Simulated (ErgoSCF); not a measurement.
# C4H5N (pyrrole): KT3/STO-2G, part 2 of 2

ErgoSCF 3.8. The steps go on from the part before.

**3. The distorted shape**

Contents of run.inp:

```
set_nthreads("env")
molecule_inline Angstrom
C  0.406531 0.574908 -0.949046
C  0.721482 -0.761012 -0.579365
C  0.109226 -1.040817 0.586532
N  -0.680612 0.082833 0.955031
C  -0.495892 1.053730 -0.025283
H  0.686602 1.101688 -1.828785
H  1.418615 -1.365345 -1.128704
H  0.100539 -1.932546 1.176638
H  -1.259604 0.095034 1.749059
H  -0.991017 1.981098 0.106643
EOF
tmpdir = "."
scf.output_mulliken_pop = 1
scf.use_diagonalization = 1
scf.max_number_of_iterations = 150
basis = "STO-2G"
XC.type = "HiCu"
use_6_d_functions = 1
run "KT3"
```

Launch:

```
ergo run.inp
```

The program printed:

```text
INMA ERGO version 3.8
INMA reading input from file run.inp
INMA C (charge=6.0) 0.768232 1.086419 -1.793437
INMA C (charge=6.0) 1.363403 -1.438104 -1.094841
INMA C (charge=6.0) 0.206407 -1.966859 1.108385
INMA N (charge=7.0) -1.286170 0.156532 1.804747
INMA C (charge=6.0) -0.937100 1.991261 -0.047778
INMA H (charge=1.0) 1.297490 2.081889 -3.455903
INMA H (charge=1.0) 2.680794 -2.580128 -2.132941
INMA H (charge=1.0) 0.189991 -3.651983 2.223524
INMA H (charge=1.0) -2.380307 0.179588 3.305243
INMA H (charge=1.0) -1.872751 3.743733 0.201526
INMA  output_mulliken_pop := 1
INMA  use_diagonalization := 1
INMA  max_number_of_iterations := 150
INMA  basis := STO-2G
INMA Basis really set to STO-2G
INMA  type := HiCu
INMA  use_6_d_functions := 1
INMA running KT3
INDF      This is a DFT calculation of type: KT3
INDF Weighted mixed functional:
INDF                      OPTX:   -0.92545
INDF                       LYP:    0.86441
INDF                        KT:   -0.00400
INDF                    Slater:    1.09200
INMA Running KT3
INSC SCF_general constructor, number of basis functions: 30
INSC Min internuclear distance:      1.85719 a.u.  =      0.98278 Angstrom
INSC Max internuclear distance:      8.14615 a.u.  =      4.31076 Angstrom
INSC Euclidean norm of overlap matrix =          2.53490148554  (acc 1.49e-08)
INSC Euclidean norm of invCholFactor after truncation =          2.53243849832
INSC Beginning of SCF cycle 1
INDF Analytical integral over starting box: 36.0000000000000213162821
INDF Electrons:  35.9999854  -4e-07: xc energy -26.026667 (serial)
INSC nuclearEnergy, energy_2el, energy = 160.558878, 208.635655, -164.671875
INSC Energy   1 =       -164.67187477212
INSC maxabs FDS-SDF is     5.91
INDE E_HOMO =         -0.35593517952
INDE E_LUMO =         -0.17438116900
INSC Beginning of SCF cycle 2
INDF Electrons:  35.9999821  -5e-07: xc energy -34.406097 (serial)
INSC nuclearEnergy, energy_2el, energy = 160.558878, 235.634062, -203.502677
INSC Energy   2 =       -203.50267745143
INSC maxabs FDS-SDF is     0.43
INSC using DIIS to get combined Fock matrix, number of iters used for DIIS:  2
INDE E_HOMO =          0.23243790151
INDE E_LUMO =          0.31588427425
INSC Beginning of SCF cycle 3
INDF Electrons:  35.9999675  -9e-07: xc energy -33.354581 (serial)
INSC nuclearEnergy, energy_2el, energy = 160.558878, 219.522783, -202.227253
INSC Energy   3 =       -202.22725253293  ( diff      1.275424918503802 )
INSC maxabs FDS-SDF is    0.494
INSC restarting DIIS because energy did not improve.
INSC mixing best Fock matrix so far with next one, stepLength =   0.400000
INDE E_HOMO =         -0.17518241135
INDE E_LUMO =          0.05387226674
INSC Beginning of SCF cycle 4
INDF Electrons:  35.9999745  -7e-07: xc energy -33.781345 (serial)
INSC nuclearEnergy, energy_2el, energy = 160.558878, 228.234170, -204.683108
INSC Energy   4 =       -204.68310841532  ( diff     -1.180430963894537 )
INSC maxabs FDS-SDF is    0.123
INSC mixing best Fock matrix so far with next one, stepLength =   0.400000
INSC increased steplength by factor 1.1, stepLength =   0.440000
INDE E_HOMO =         -0.12034333022
INDE E_LUMO =          0.10172113744
INSC Beginning of SCF cycle 5
INDF Electrons:  35.9999758  -7e-07: xc energy -33.656208 (serial)
INSC nuclearEnergy, energy_2el, energy = 160.558878, 226.414771, -204.808178
INSC Energy   5 =       -204.80817801158  ( diff     -0.125069596253297 )
INSC maxabs FDS-SDF is   0.0474
INSC mixing best Fock matrix so far with next one, stepLength =   0.440000
INSC increased steplength by factor 1.1, stepLength =   0.484000
INDE E_HOMO =         -0.09872276589
INDE E_LUMO =          0.13231084244
INSC Beginning of SCF cycle 6
INDF Electrons:  35.9999751  -7e-07: xc energy -33.591279 (serial)
INSC nuclearEnergy, energy_2el, energy = 160.558878, 225.636709, -204.822116
INSC Energy   6 =       -204.82211554905  ( diff     -0.013937537475613 )
INSC maxabs FDS-SDF is    0.024
INSC mixing best Fock matrix so far with next one, stepLength =   0.484000
INSC increased steplength by factor 1.1, stepLength =   0.532400
INDE E_HOMO =         -0.09595040763
INDE E_LUMO =          0.13459143099
INSC Beginning of SCF cycle 7
INDF Electrons:  35.9999753  -7e-07: xc energy -33.576284 (serial)
INSC nuclearEnergy, energy_2el, energy = 160.558878, 225.501303, -204.824368
INSC Energy   7 =       -204.82436774125  ( diff     -0.002252192200956 )
INSC maxabs FDS-SDF is   0.0128
INSC mixing best Fock matrix so far with next one, stepLength =   0.532400
INSC increased steplength by factor 1.1, stepLength =   0.585640
INDE E_HOMO =         -0.09658090605
INDE E_LUMO =          0.13713443786
INSC Beginning of SCF cycle 8
INDF Electrons:  35.9999751  -7e-07: xc energy -33.562288 (serial)
INSC nuclearEnergy, energy_2el, energy = 160.558878, 225.423032, -204.824852
INSC Energy   8 =       -204.82485161333  ( diff     -0.000483872076131 )
INSC maxabs FDS-SDF is   0.0054
INSC using DIIS to get combined Fock matrix, number of iters used for DIIS:  1
INDE E_HOMO =         -0.09876648971
INDE E_LUMO =          0.13374137791
INSC Beginning of SCF cycle 9
INDF Electrons:  35.9999753  -7e-07: xc energy -33.561248 (serial)
INSC nuclearEnergy, energy_2el, energy = 160.558878, 225.460418, -204.824394
INSC Energy   9 =       -204.82439350032  ( diff      0.000458113012542 )
INSC maxabs FDS-SDF is   0.0111
INSC restarting DIIS because energy did not improve.
INSC mixing best Fock matrix so far with next one, stepLength =   0.585640
INDE E_HOMO =         -0.09784375049
INDE E_LUMO =          0.13512118931
INSC Beginning of SCF cycle 10
INDF Electrons:  35.9999752  -7e-07: xc energy -33.561652 (serial)
INSC nuclearEnergy, energy_2el, energy = 160.558878, 225.444734, -204.824957
INSC Energy  10 =       -204.82495738260  ( diff     -0.000105769266099 )
INSC maxabs FDS-SDF is  0.00449
INSC mixing best Fock matrix so far with next one, stepLength =   0.585640
INSC increased steplength by factor 1.1, stepLength =   0.644204
INDE E_HOMO =         -0.09819252182
INDE E_LUMO =          0.13629321137
INSC Beginning of SCF cycle 11
INDF Electrons:  35.9999751  -7e-07: xc energy -33.556965 (serial)
INSC nuclearEnergy, energy_2el, energy = 160.558878, 225.418904, -204.824995
INSC Energy  11 =       -204.82499518579  ( diff     -0.000037803198836 )
INSC maxabs FDS-SDF is  0.00384
INSC mixing best Fock matrix so far with next one, stepLength =   0.644204
INSC increased steplength by factor 1.1, stepLength =   0.708624
INDE E_HOMO =         -0.09858341535
INDE E_LUMO =          0.13482194784
INSC Beginning of SCF cycle 12
INDF Electrons:  35.9999752  -7e-07: xc energy -33.559217 (serial)
INSC nuclearEnergy, energy_2el, energy = 160.558878, 225.442375, -204.824987
INSC Energy  12 =       -204.82498734932  ( diff      0.000007836475902 )
INSC maxabs FDS-SDF is  0.00412
INSC restarting DIIS because energy did not improve.
INSC changing stepLength from   0.708624 to   0.354312
INSC mixing best Fock matrix so far with next one, stepLength =   0.354312
INDE E_HOMO =         -0.09840326365
INDE E_LUMO =          0.13547778408
INSC Beginning of SCF cycle 13
INDF Electrons:  35.9999752  -7e-07: xc energy -33.558192 (serial)
INSC nuclearEnergy, energy_2el, energy = 160.558878, 225.431744, -204.825078
INSC Energy  13 =       -204.82507754932  ( diff     -0.000082363523461 )
INSC maxabs FDS-SDF is 0.000644
INSC mixing best Fock matrix so far with next one, stepLength =   0.354312
INSC increased steplength by factor 1.1, stepLength =   0.389743
INDE E_HOMO =         -0.09847595858
INDE E_LUMO =          0.13553430572
INSC Beginning of SCF cycle 14
INDF Electrons:  35.9999752  -7e-07: xc energy -33.557729 (serial)
INSC nuclearEnergy, energy_2el, energy = 160.558878, 225.429890, -204.825079
INSC Energy  14 =       -204.82507949600  ( diff     -0.000001946682175 )
INSC maxabs FDS-SDF is 0.000389
INSC mixing best Fock matrix so far with next one, stepLength =   0.389743
INSC increased steplength by factor 1.1, stepLength =   0.428718
INDE E_HOMO =         -0.09853647718
INDE E_LUMO =          0.13549074351
INSC Beginning of SCF cycle 15
INDF Electrons:  35.9999752  -7e-07: xc energy -33.557585 (serial)
INSC nuclearEnergy, energy_2el, energy = 160.558878, 225.430051, -204.825080
INSC Energy  15 =       -204.82507975905  ( diff     -0.000000263050026 )
INSC maxabs FDS-SDF is 0.000239
INSC mixing best Fock matrix so far with next one, stepLength =   0.428718
INSC increased steplength by factor 1.1, stepLength =   0.471590
INDE E_HOMO =         -0.09857534576
INDE E_LUMO =          0.13547483961
INSC Beginning of SCF cycle 16
INDF Electrons:  35.9999752  -7e-07: xc energy -33.557461 (serial)
INSC nuclearEnergy, energy_2el, energy = 160.558878, 225.429927, -204.825080
INSC Energy  16 =       -204.82507985400  ( diff     -0.000000094944653 )
INSC maxabs FDS-SDF is 0.000135
INSC mixing best Fock matrix so far with next one, stepLength =   0.471590
INSC increased steplength by factor 1.1, stepLength =   0.518748
INDE E_HOMO =         -0.09860005529
INDE E_LUMO =          0.13546088372
INSC Beginning of SCF cycle 17
INDF Electrons:  35.9999752  -7e-07: xc energy -33.557393 (serial)
INSC nuclearEnergy, energy_2el, energy = 160.558878, 225.429919, -204.825080
INSC Energy  17 =       -204.82507988600  ( diff     -0.000000032003527 )
INSC maxabs FDS-SDF is 7.09e-05
INSC using DIIS to get combined Fock matrix, number of iters used for DIIS:  1
INDE E_HOMO =         -0.09862715024
INDE E_LUMO =          0.13544865980
INSC Beginning of SCF cycle 18
INDF Electrons:  35.9999752  -7e-07: xc energy -33.557311 (serial)
INSC nuclearEnergy, energy_2el, energy = 160.558878, 225.429851, -204.825080
INSC Energy  18 =       -204.82507989764  ( diff     -0.000000011637610 )
INSC maxabs FDS-SDF is 7.06e-06
INSC using DIIS to get combined Fock matrix, number of iters used for DIIS:  2
INDE E_HOMO =         -0.09862731917
INDE E_LUMO =          0.13544512125
INSC Beginning of SCF cycle 19
INDF Electrons:  35.9999752  -7e-07: xc energy -33.557320 (serial)
INSC nuclearEnergy, energy_2el, energy = 160.558878, 225.429915, -204.825080
INSC Energy  19 =       -204.82507989677  ( diff      0.000000000870557 )
INSC maxabs FDS-SDF is 1.47e-05
INSC restarting DIIS because energy did not improve.
INSC mixing best Fock matrix so far with next one, stepLength =   0.518748
INDE E_HOMO =         -0.09862723999
INDE E_LUMO =          0.13544677904
INSC Beginning of SCF cycle 20
INDF Electrons:  35.9999752  -7e-07: xc energy -33.557315 (serial)
INSC nuclearEnergy, energy_2el, energy = 160.558878, 225.429885, -204.825080
INSC Energy  20 =       -204.82507989778  ( diff     -0.000000000145860 )
INSC maxabs FDS-SDF is 4.53e-06
INSC mixing best Fock matrix so far with next one, stepLength =   0.518748
INSC increased steplength by factor 1.1, stepLength =   0.570623
INDE E_HOMO =         -0.09862704125
INDE E_LUMO =          0.13544803670
INSC Beginning of SCF cycle 21
INDF Electrons:  35.9999752  -7e-07: xc energy -33.557313 (serial)
INSC nuclearEnergy, energy_2el, energy = 160.558878, 225.429864, -204.825080
INSC Energy  21 =       -204.82507989784  ( diff     -0.000000000060822 )
INSC maxabs FDS-SDF is 3.01e-06
INSC mixing best Fock matrix so far with next one, stepLength =   0.570623
INSC increased steplength by factor 1.1, stepLength =   0.627686
INDE E_HOMO =         -0.09862711068
INDE E_LUMO =          0.13544714651
INSC Beginning of SCF cycle 22
INDF Electrons:  35.9999752  -7e-07: xc energy -33.557315 (serial)
INSC nuclearEnergy, energy_2el, energy = 160.558878, 225.429879, -204.825080
INSC Energy  22 =       -204.82507989786  ( diff     -0.000000000015461 )
INSC maxabs FDS-SDF is 2.46e-06
INSC mixing best Fock matrix so far with next one, stepLength =   0.627686
INSC increased steplength by factor 1.1, stepLength =   0.690454
INDE E_HOMO =         -0.09862700505
INDE E_LUMO =          0.13544796489
INSC Beginning of SCF cycle 23
INDF Electrons:  35.9999752  -7e-07: xc energy -33.557314 (serial)
INSC nuclearEnergy, energy_2el, energy = 160.558878, 225.429865, -204.825080
INSC Energy  23 =       -204.82507989786  ( diff      0.000000000000284 )
INSC maxabs FDS-SDF is 2.48e-06
INSC restarting DIIS because energy did not improve.
INSC changing stepLength from   0.690454 to   0.345227
INSC mixing best Fock matrix so far with next one, stepLength =   0.345227
INDE E_HOMO =         -0.09862705258
INDE E_LUMO =          0.13544759661
INSC Beginning of SCF cycle 24
INDF Electrons:  35.9999752  -7e-07: xc energy -33.557314 (serial)
INSC nuclearEnergy, energy_2el, energy = 160.558878, 225.429872, -204.825080
INSC Energy  24 =       -204.82507989789  ( diff     -0.000000000031264 )
INSC maxabs FDS-SDF is 2.56e-07
INSC mixing best Fock matrix so far with next one, stepLength =   0.345227
INSC increased steplength by factor 1.1, stepLength =   0.379750
INDE E_HOMO =         -0.09862705251
INDE E_LUMO =          0.13544755270
INSC Beginning of SCF cycle 25
INDF Electrons:  35.9999752  -7e-07: xc energy -33.557314 (serial)
INSC nuclearEnergy, energy_2el, energy = 160.558878, 225.429872, -204.825080
INSC Energy  25 =       -204.82507989789  ( diff     -0.000000000001080 )
INSC maxabs FDS-SDF is 3.48e-08
RESC CONVERGED after  25 iterations.
RESC FINAL ENERGY:       -204.82507989789
TISC Main SCF loop took     12.25 usr cpu s       0.16 sys cpu s      12.52 wall s
INSC SCF: dipole_moment_x [atomic units] =      -0.44736162
INSC SCF: dipole_moment_y [atomic units] =       0.03374720
INSC SCF: dipole_moment_z [atomic units] =       0.59969788
INSC Sum of Mulliken charges (electrons):      36.0000000
INSC Mulliken charge of atom 0 =      -0.0971899
INSC Mulliken charge of atom 1 =      -0.0949382
INSC Mulliken charge of atom 2 =      -0.0089870
INSC Mulliken charge of atom 3 =      -0.2204717
INSC Mulliken charge of atom 4 =      -0.0021798
INSC Mulliken charge of atom 5 =       0.0520686
INSC Mulliken charge of atom 6 =       0.0527089
INSC Mulliken charge of atom 7 =       0.0561408
INSC Mulliken charge of atom 8 =       0.2061191
INSC Mulliken charge of atom 9 =       0.0567292
INSC Sum of Mulliken atomic charges:      -0.0000000
```

Wall time 13 s (1 thread of Arm Neoverse N1, shared host); peak memory 0.26 GiB.

**4. Results**

This closing draws on all 2 parts.

Level: KT3/STO-2G.

| quantity | value |
| --- | --- |
| first shape: total energy | -204.82930 Eh |
| first shape: dipole moment | 2.06 D |
| distorted shape: total energy | -204.82508 Eh |
| distorted shape: dipole moment | 1.90 D |
| energy change with the atoms displaced | 0.115 eV |

In words: With the atoms displaced the energy rises by 0.11 eV (11.1 kJ/mol). The first shape isn't relaxed at this level, so the change isn't measured from a minimum. The minimal basis adds a large error of its own. Mulliken charges (first shape) run from -0.22 on N4 to +0.21 on H9; they depend strongly on the basis.
